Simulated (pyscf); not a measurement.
PySCF, gas phase, ωB97X-D3(BJ)/def2-SVP geometries.

Problem. For the elementary gas-phase step `[NH2][SiH]([OH])[OH]` + `[H][H]` -> `[OH][SiH2][OH]` + `[NH3]` (singlet surface; N–Si, H–H broken, H–Si, H–N formed), what barrier and reaction energy does ωB97M-D3(BJ)/def2-TZVP give, measured from the separated reactants?

Solution. ΔE‡ = 182.8 kJ/mol, ΔE = +52.9 kJ/mol. Zero-point energy shifts the barrier by +16.6 kJ/mol. It is a four-centre exchange, with an imaginary mode of 1021i cm⁻¹. This is the saddle that the search found; another between the same sides may lie lower.
